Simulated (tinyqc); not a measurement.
Worked calculation: CCSD on RHF in the sto-3g basis, for LiH, spin multiplicity 1. Computed by tinyqc, a small Python program that keeps every step (integrals from PySCF). Settings: charge = 0, multiplicity = 1, basis = sto-3g, method = RHF, energy threshold = 1e-10, iteration cap = 65, orthogonalisation = canonical, start = core, DIIS depth = 6, amplitude equations = CCSD, DIIS depth for amplitudes = 6, cap on updates = 72. Command: `OMP_NUM_THREADS=1 python tinyqc.py 31823 31824 out.jsonl` (the two numbers bound the seeds that draw the settings). One thread of a shared host (Intel(R) Xeon(R) Processor @ 2.60GHz), about 0.2 s of CPU time with the checks. The early iterations of the SCF are left out here.

## One-electron integrals

Geometry (angstrom):

| atom | x | y | z |
|---|---|---|---|
| Li | 0.000000 | 0.000000 | 0.000000 |
| H | 0.000000 | 0.000000 | 1.968000 |

Basis sto-3g: exponents (1/bohr^2) and contraction coefficients of normalised primitives:

| element | l (shell) | exponent | coefficient |
|---|---|---|---|
| Li | s (1) | 16.119575 | 0.154329 |
| Li | s (1) | 2.936201 | 0.535328 |
| Li | s (1) | 0.794651 | 0.444635 |
| Li | s (2) | 0.636290 | -0.099967 |
| Li | s (2) | 0.147860 | 0.399513 |
| Li | s (2) | 0.048089 | 0.700115 |
| Li | p (3) | 0.636290 | 0.155916 |
| Li | p (3) | 0.147860 | 0.607684 |
| Li | p (3) | 0.048089 | 0.391957 |
| H | s (1) | 3.425251 | 0.154329 |
| H | s (1) | 0.623914 | 0.535328 |
| H | s (1) | 0.168855 | 0.444635 |

Overlap, kinetic and nuclear-attraction integrals over the contracted functions; the nuclear repulsion is the sum of Za Zb / Rab.

nuclear repulsion = 0.80667258 hartree

overlap S:
```
           1Li 1s    1Li 2s   1Li 2px   1Li 2py   1Li 2pz     2H 1s
1Li 1s   1.000000  0.241137  0.000000  0.000000  0.000000  0.029746
1Li 2s   0.241137  1.000000  0.000000  0.000000  0.000000  0.306036
1Li 2px  0.000000  0.000000  1.000000  0.000000  0.000000  0.000000
1Li 2py  0.000000  0.000000  0.000000  1.000000  0.000000  0.000000
1Li 2pz  0.000000  0.000000  0.000000  0.000000  1.000000  0.429829
2H 1s    0.029746  0.306036  0.000000  0.000000  0.429829  1.000000
```

kinetic energy T (hartree):
```
            1Li 1s     1Li 2s   1Li 2px   1Li 2py   1Li 2pz      2H 1s
1Li 1s    3.576786  -0.020237  0.000000  0.000000  0.000000  -0.009598
1Li 2s   -0.020237   0.102163  0.000000  0.000000  0.000000   0.020989
1Li 2px   0.000000   0.000000  0.319682  0.000000  0.000000   0.000000
1Li 2py   0.000000   0.000000  0.000000  0.319682  0.000000   0.000000
1Li 2pz   0.000000   0.000000  0.000000  0.000000  0.319682   0.076733
2H 1s    -0.009598   0.020989  0.000000  0.000000  0.076733   0.760032
```

nuclear attraction V (hartree):
```
            1Li 1s     1Li 2s    1Li 2px    1Li 2py    1Li 2pz      2H 1s
1Li 1s   -8.251772  -1.029183   0.000000   0.000000  -0.010646  -0.123644
1Li 2s   -1.029183  -1.459683   0.000000   0.000000  -0.100824  -0.510770
1Li 2px   0.000000   0.000000  -1.423827   0.000000   0.000000   0.000000
1Li 2py   0.000000   0.000000   0.000000  -1.423827   0.000000   0.000000
1Li 2pz  -0.010646  -0.100824   0.000000   0.000000  -1.502642  -0.725508
2H 1s    -0.123644  -0.510770   0.000000   0.000000  -0.725508  -2.032928
```

core Hamiltonian H = T + V (hartree):
```
            1Li 1s     1Li 2s    1Li 2px    1Li 2py    1Li 2pz      2H 1s
1Li 1s   -4.674986  -1.049420   0.000000   0.000000  -0.010646  -0.133242
1Li 2s   -1.049420  -1.357519   0.000000   0.000000  -0.100824  -0.489781
1Li 2px   0.000000   0.000000  -1.104146   0.000000   0.000000   0.000000
1Li 2py   0.000000   0.000000   0.000000  -1.104146   0.000000   0.000000
1Li 2pz  -0.010646  -0.100824   0.000000   0.000000  -1.182961  -0.648775
2H 1s    -0.133242  -0.489781   0.000000   0.000000  -0.648775  -1.272896
```

## Two-electron integrals

Functions are numbered as in S; the eight-fold symmetry (ij|kl) = (ji|kl) = (kl|ij) leaves the list below.

Two-electron integrals (ij|kl) in chemists' order, unique and non-zero (hartree):
```
(11|11) 1.680395   (21|11) 0.265420   (21|21) 0.049941   (22|11) 0.397727
(22|21) 0.092860   (22|22) 0.290562   (31|31) 0.008981   (32|31) 0.013788
(32|32) 0.064184   (33|11) 0.396640   (33|21) 0.092880   (33|22) 0.290497
(33|33) 0.312946   (41|41) 0.008981   (42|41) 0.013788   (42|42) 0.064184
(43|43) 0.016869   (44|11) 0.396640   (44|21) 0.092880   (44|22) 0.290497
(44|33) 0.279207   (44|44) 0.312946   (51|51) 0.008981   (52|51) 0.013788
(52|52) 0.064184   (53|53) 0.016869   (54|54) 0.016869   (55|11) 0.396640
(55|21) 0.092880   (55|22) 0.290497   (55|33) 0.279207   (55|44) 0.279207
(55|55) 0.312946   (61|11) 0.031458   (61|21) 0.005966   (61|22) 0.011364
(61|33) 0.011231   (61|44) 0.011231   (61|51) 0.000741   (61|52) 0.001444
(61|55) 0.011636   (61|61) 0.000785   (62|11) 0.100482   (62|21) 0.023871
(62|22) 0.082537   (62|33) 0.077901   (62|44) 0.077901   (62|51) 0.003769
(62|52) 0.025601   (62|55) 0.091732   (62|61) 0.003442   (62|62) 0.043171
(63|31) 0.001606   (63|32) 0.008202   (63|53) 0.003625   (63|63) 0.002571
(64|41) 0.001606   (64|42) 0.008202   (64|54) 0.003625   (64|64) 0.002571
(65|11) 0.132812   (65|21) 0.031798   (65|22) 0.113415   (65|33) 0.105609
(65|44) 0.105609   (65|51) 0.005804   (65|52) 0.039404   (65|55) 0.128916
(65|61) 0.004712   (65|62) 0.064128   (65|65) 0.096077   (66|11) 0.268699
(66|21) 0.064721   (66|22) 0.247351   (66|33) 0.225914   (66|44) 0.225914
(66|51) 0.010486   (66|52) 0.091768   (66|55) 0.290111   (66|61) 0.009533
(66|62) 0.166906   (66|65) 0.255787   (66|66) 0.774606
```

## Orthogonalisation

S = U s U^T; canonical form X = U s^(-1/2), so that X^T S X = 1. Each column of U has its largest component positive (the first on a tie).

eigenvalues of S: 0.459063  0.802816  1.000000  1.000000  1.180674  1.557448

X:
```
                 1          2          3         4          5         6
1Li 1s    0.247835   0.774733   0.000000  0.000000   0.605047  0.192512
1Li 2s   -0.680185  -0.606417   0.000000  0.000000   0.477381  0.378666
1Li 2px   0.000000   0.000000  -0.080478  0.996756   0.000000  0.000000
1Li 2py   0.000000   0.000000   0.996756  0.080478   0.000000  0.000000
1Li 2pz  -0.800155   0.478944   0.000000  0.000000  -0.463692  0.414877
2H 1s     1.006991  -0.219716   0.000000  0.000000  -0.194908  0.538056
```

Within a degenerate level the vectors are fixed only up to a rotation; this is one choice.

## Iteration 7 (converged): orbitals

converged F (hartree):
```
            1Li 1s     1Li 2s   1Li 2px   1Li 2py    1Li 2pz      2H 1s
1Li 1s   -2.357590  -0.641505  0.000000  0.000000   0.014480  -0.081966
1Li 2s   -0.641505  -0.214145  0.000000  0.000000  -0.076385  -0.218553
1Li 2px   0.000000   0.000000  0.162382  0.000000   0.000000   0.000000
1Li 2py   0.000000   0.000000  0.000000  0.162382   0.000000   0.000000
1Li 2pz   0.014480  -0.076385  0.000000  0.000000   0.038255  -0.208340
2H 1s    -0.081966  -0.218553  0.000000  0.000000  -0.208340  -0.096706
```

Diagonalise F' = X^T F X, C = X C', fill 2 alpha and 2 beta electrons from the bottom; D = 2 C_occ C_occ^T. Each column has its largest component positive (the first on a tie).

F' = X^T F X (hartree):
```
           1          2         3         4          5          6
1   0.404158  -0.215034  0.000000  0.000000  -0.181522  -0.082183
2  -0.215034  -0.818295  0.000000  0.000000  -1.079007  -0.361271
3   0.000000   0.000000  0.162382  0.000000   0.000000   0.000000
4   0.000000   0.000000  0.000000  0.162382   0.000000   0.000000
5  -0.181522  -1.079007  0.000000  0.000000  -1.229868  -0.510632
6  -0.082183  -0.361271  0.000000  0.000000  -0.510632  -0.453761
```

orbital energies (hartree): MO1 -2.360093, MO2 -0.252905, MO3 0.073750, MO4 0.162382, MO5 0.162382, MO6 0.441484

coefficients C:
```
               MO1        MO2        MO3       MO4        MO5        MO6
1Li 1s    0.991426  -0.151996  -0.213870  0.000000   0.000000   0.114056
1Li 2s    0.033423   0.485206   0.798268  0.000000   0.000000  -0.572624
1Li 2px   0.000000   0.000000   0.000000  0.976419  -0.215882   0.000000
1Li 2py   0.000000   0.000000   0.000000  0.215882   0.976419   0.000000
1Li 2pz  -0.004717   0.332738  -0.600381  0.000000   0.000000  -0.886327
2H 1s    -0.000606   0.578278  -0.178147  0.000000   0.000000   1.011759
```

D after iteration 7:
```
            1Li 1s     1Li 2s   1Li 2px   1Li 2py    1Li 2pz      2H 1s
1Li 1s    2.012055  -0.081225  0.000000  0.000000  -0.110503  -0.176994
1Li 2s   -0.081225   0.473085  0.000000  0.000000   0.322578   0.561128
1Li 2px   0.000000   0.000000  0.000000  0.000000   0.000000   0.000000
1Li 2py   0.000000   0.000000  0.000000  0.000000   0.000000   0.000000
1Li 2pz  -0.110503   0.322578  0.000000  0.000000   0.221473   0.384835
2H 1s    -0.176994   0.561128  0.000000  0.000000   0.384835   0.668811
```

Within a degenerate level the vectors are fixed only up to a rotation; this is one choice.

## Convergence

Stop when the energy changes by less than 1e-10 hartree and every element of the error matrix X^T (F D S - S D F) X is below 3e-06.

Course of the cycle:

| iteration | E (hartree) | change | largest element of the error matrix |
|---|---|---|---|
| 1 | -7.81877765 | - | 1.72e-01 |
| 2 | -7.83316653 | -1.44e-02 | 1.82e-02 |
| 3 | -7.83406527 | -8.99e-04 | 6.07e-03 |
| 4 | -7.83427252 | -2.07e-04 | 1.59e-03 |
| 5 | -7.83428858 | -1.61e-05 | 3.17e-05 |
| 6 | -7.83428858 | -1.58e-09 | 3.18e-06 |
| 7 | -7.83428859 | -1.41e-11 | 7.19e-07 |

PySCF RHF in the same basis = -7.83428859 hartree

Converged in 7 iterations.

## Integrals over molecular orbitals

(pq|rs) = sum C_ip C_jq C_kr C_ls (ij|kl), one index at a time.

one-electron integrals over orbitals h = C^T H C (hartree):
```
           1          2          3          4          5          6
1  -4.665945   0.097050   0.163140   0.000000   0.000000  -0.050605
2   0.097050  -1.362018   0.021101   0.000000   0.000000   0.021229
3   0.163140   0.021101  -1.103091   0.000000   0.000000   0.023478
4   0.000000   0.000000   0.000000  -1.104146   0.000000   0.000000
5   0.000000   0.000000   0.000000   0.000000  -1.104146   0.000000
6  -0.050605   0.021229   0.023478   0.000000   0.000000  -1.001029
```

Two-electron integrals over orbitals (pq|rs), unique and non-zero (hartree):
```
(11|11) 1.659123    (21|11) -0.100636   (21|21) 0.010658    (22|11) 0.328693
(22|21) 0.003586    (22|22) 0.462385    (31|11) -0.140960   (31|21) 0.010618
(31|22) -0.012439   (31|31) 0.021975    (32|11) 0.022570    (32|21) -0.002697
(32|22) -0.055622   (32|31) -0.000072   (32|32) 0.018045    (33|11) 0.393096
(33|21) -0.009376   (33|22) 0.215334    (33|31) 0.001208    (33|32) 0.012335
(33|33) 0.332307    (41|41) 0.009812    (42|41) 0.007289    (42|42) 0.021727
(43|41) 0.010338    (43|42) 0.019862    (43|43) 0.041330    (44|11) 0.396337
(44|21) -0.003756   (44|22) 0.252696    (44|31) -0.005049   (44|32) 0.010668
(44|33) 0.280645    (44|44) 0.312946    (51|51) 0.009812    (52|51) 0.007289
(52|52) 0.021727    (53|51) 0.010338    (53|52) 0.019862    (53|53) 0.041330
(54|54) 0.016869    (55|11) 0.396337    (55|21) -0.003756   (55|22) 0.252696
(55|31) -0.005049   (55|32) 0.010668    (55|33) 0.280645    (55|44) 0.279207
(55|55) 0.312946    (61|11) 0.068022    (61|21) -0.009419   (61|22) -0.007613
(61|31) -0.004274   (61|32) 0.002550    (61|33) 0.011710    (61|44) 0.001424
(61|55) 0.001424    (61|61) 0.010730    (62|11) -0.071474   (62|21) 0.002191
(62|22) 0.112301    (62|31) 0.003416    (62|32) -0.040527   (62|33) -0.018206
(62|44) -0.031645   (62|55) -0.031645   (62|61) 0.000487    (62|62) 0.128628
(63|11) 0.020845    (63|21) -0.002480   (63|22) -0.054985   (63|31) 0.004080
(63|32) 0.014273    (63|33) 0.036281    (63|44) 0.005953    (63|55) 0.005953
(63|61) 0.004379    (63|62) -0.036505   (63|63) 0.028857    (64|41) -0.006043
(64|42) -0.018965   (64|43) -0.012649   (64|64) 0.019609    (65|51) -0.006043
(65|52) -0.018965   (65|53) -0.012649   (65|65) 0.019609    (66|11) 0.356506
(66|21) 0.001269    (66|22) 0.434430    (66|31) -0.011043   (66|32) -0.047525
(66|33) 0.239108    (66|44) 0.261795    (66|55) 0.261795    (66|61) -0.004800
(66|62) 0.109678    (66|63) -0.045776   (66|66) 0.432494
```

## CCSD: starting amplitudes

t_ij^ab = <ij||ab> / (e_i + e_j - e_a - e_b), whose energy is MP2.

Starting amplitudes (spin orbitals 1a, 1b, ...; amplitudes related by a flip of all spins are not repeated):

| from | to | t |
|---|---|---|
| 2a 2b | 6a 6b | -0.092620 |
| 2a 2b | 3a 6b | 0.039692 |
| 2a 2b | 3a 3b | -0.027620 |
| 2a 2b | 5a 5b | -0.026160 |
| 2a 2b | 4a 4b | -0.026160 |
| 1a 1b | 3a 3b | -0.004514 |
| 1a 2b | 5a 5b | -0.002481 |
| 1a 2b | 4a 4b | -0.002481 |
| 1a 1b | 5a 5b | -0.001945 |
| 1a 1b | 4a 4b | -0.001945 |
| 1a 1b | 6a 6b | -0.001915 |
| 1a 2b | 3a 6b | -0.001092 |
| 1a 1b | 3a 6b | 0.000816 |
| 1a 2b | 3b 6a | 0.000815 |
| 1a 2a | 3a 6a | -0.000277 |
| 1a 2b | 6a 6b | -0.000139 |
| 1a 2b | 3a 3b | 0.000026 |

correlation energy = -0.01701532 hartree

## CCSD: amplitude update 1

t_i^a D_i^a and t_ij^ab D_ij^ab are set to the remaining terms of the spin-orbital equations, evaluated with the old amplitudes; for the doubles these are <ij||ab> + 1/2 <ab||ef> t_ij^ef + 1/2 <mn||ij> t_mn^ab + P(ij)P(ab) <mb||ej> t_im^ae + terms in t^2 + terms with t1, D the orbital-energy denominators.

Amplitudes after update 1 (spin orbitals 1a, 1b, ...; amplitudes related by a flip of all spins are not repeated):

| from | to | t |
|---|---|---|
| 2a 2b | 6a 6b | -0.130560 |
| 2a 2b | 3a 6b | 0.059828 |
| 2a 2b | 3a 3b | -0.033560 |
| 2a 2b | 5a 5b | -0.026244 |
| 2a 2b | 4a 4b | -0.026244 |
| 2a | 3a | 0.012727 |
| 1a 1b | 3a 3b | -0.003969 |
| 1a 2b | 5a 5b | -0.002872 |
| 1a 2b | 4a 4b | -0.002872 |
| 1a 1b | 5a 5b | -0.001764 |
| 1a 1b | 4a 4b | -0.001764 |
| 1a 1b | 6a 6b | -0.001441 |
| 1a 2b | 3a 6b | -0.001239 |
| 1a 2b | 3b 6a | 0.001038 |
| 1a 1b | 3a 6b | 0.000574 |
| 1a | 3a | 0.000441 |
| 2a | 6a | 0.000416 |
| 1a | 6a | -0.000262 |
| 1a 2b | 6a 6b | -0.000254 |
| 1a 2a | 3a 6a | -0.000201 |
| 1a 2b | 3a 3b | 0.000101 |

correlation energy = -0.02362675 hartree

## CCSD: amplitude update 2

As before.

Amplitudes after update 2 (spin orbitals 1a, 1b, ...; amplitudes related by a flip of all spins are not repeated):

| from | to | t |
|---|---|---|
| 2a 2b | 6a 6b | -0.145370 |
| 2a 2b | 3a 6b | 0.070365 |
| 2a 2b | 3a 3b | -0.041143 |
| 2a 2b | 5a 5b | -0.024830 |
| 2a 2b | 4a 4b | -0.024830 |
| 2a | 3a | 0.023026 |
| 1a 1b | 3a 3b | -0.003980 |
| 1a 2b | 5a 5b | -0.002988 |
| 1a 2b | 4a 4b | -0.002988 |
| 1a 1b | 5a 5b | -0.001802 |
| 1a 1b | 4a 4b | -0.001802 |
| 2a | 6a | 0.001762 |
| 1a 1b | 6a 6b | -0.001452 |
| 1a 2b | 3a 6b | -0.001299 |
| 1a 2b | 3b 6a | 0.001229 |
| 1a 1b | 3a 6b | 0.000546 |
| 1a | 3a | 0.000444 |
| 1a | 6a | -0.000352 |
| 1a 2b | 6a 6b | -0.000285 |
| 1a 2a | 3a 6a | -0.000069 |
| 1a 2b | 3a 3b | 0.000062 |

correlation energy = -0.02646248 hartree

## CCSD: amplitude update 3

t_i^a D_i^a and t_ij^ab D_ij^ab are set to the remaining terms of the spin-orbital equations, evaluated with the old amplitudes; for the doubles these are <ij||ab> + 1/2 <ab||ef> t_ij^ef + 1/2 <mn||ij> t_mn^ab + P(ij)P(ab) <mb||ej> t_im^ae + terms in t^2 + terms with t1, D the orbital-energy denominators. DIIS then mixes the stored amplitudes.

DIIS coefficients: -0.945518  1.945518

Amplitudes after update 3 (spin orbitals 1a, 1b, ...; amplitudes related by a flip of all spins are not repeated):

| from | to | t |
|---|---|---|
| 2a 2b | 6a 6b | -0.155884 |
| 2a 2b | 3a 6b | 0.082479 |
| 2a 2b | 3a 3b | -0.051778 |
| 2a | 3a | 0.039143 |
| 2a 2b | 5a 5b | -0.022987 |
| 2a 2b | 4a 4b | -0.022987 |
| 2a | 6a | 0.004254 |
| 1a 1b | 3a 3b | -0.003859 |
| 1a 2b | 5a 5b | -0.003114 |
| 1a 2b | 4a 4b | -0.003114 |
| 1a 1b | 4a 4b | -0.001810 |
| 1a 1b | 5a 5b | -0.001810 |
| 1a 2b | 3b 6a | 0.001480 |
| 1a 1b | 6a 6b | -0.001411 |
| 1a 2b | 3a 6b | -0.001358 |
| 1a | 6a | -0.000478 |
| 1a 1b | 3a 6b | 0.000472 |
| 1a | 3a | 0.000395 |
| 1a 2b | 6a 6b | -0.000350 |
| 1a 2a | 3a 6a | 0.000122 |
| 1a 2b | 3a 3b | -0.000007 |

correlation energy = -0.02890034 hartree

## CCSD: convergence

E_corr = 1/4 sum <ij||ab> t_ij^ab + 1/2 sum <ij||ab> t_i^a t_j^b; stop when the norm of the change is below 1e-8.

Course of the amplitude iterations:

| update | correlation energy (hartree) | norm of the change |
|---|---|---|
| 0 | -0.01701532 | - |
| 1 | -0.02362675 | 9.73e-02 |
| 2 | -0.02646248 | 4.72e-02 |
| 3 | -0.02890034 | 2.64e-02 |
| 4 | -0.02907614 | 1.06e-02 |
| 5 | -0.02913058 | 1.59e-03 |
| 6 | -0.02914329 | 4.07e-04 |
| 7 | -0.02913962 | 4.42e-05 |
| 8 | -0.02913973 | 3.65e-06 |
| 9 | -0.02913973 | 1.41e-07 |
| 10 | -0.02913973 | 1.46e-08 |
| 11 | -0.02913973 | 3.11e-09 |

Converged amplitudes (spin orbitals 1a, 1b, ...; amplitudes related by a flip of all spins are not repeated):

| from | to | t |
|---|---|---|
| 2a 2b | 6a 6b | -0.151425 |
| 2a 2b | 3a 6b | 0.090070 |
| 2a 2b | 3a 3b | -0.062958 |
| 2a | 3a | 0.057850 |
| 2a 2b | 5a 5b | -0.023261 |
| 2a 2b | 4a 4b | -0.023261 |
| 2a | 6a | 0.006671 |
| 1a 1b | 3a 3b | -0.003740 |
| 1a 2b | 5a 5b | -0.003219 |
| 1a 2b | 4a 4b | -0.003219 |
| 1a 1b | 5a 5b | -0.001819 |
| 1a 1b | 4a 4b | -0.001819 |
| 1a 2b | 3b 6a | 0.001739 |
| 1a 1b | 6a 6b | -0.001452 |
| 1a 2b | 3a 6b | -0.001445 |
| 1a | 6a | -0.000566 |
| 1a 2b | 6a 6b | -0.000427 |
| 1a 1b | 3a 6b | 0.000417 |
| 1a 2a | 3a 6a | 0.000294 |
| 1a | 3a | 0.000263 |
| 1a 2b | 3a 3b | -0.000087 |

CCSD total energy = -7.86342831 hartree

T1 diagnostic, norm of the one-spin t1 over sqrt(correlated electrons) = 0.029119

Converged in 11 updates, with DIIS from the third.
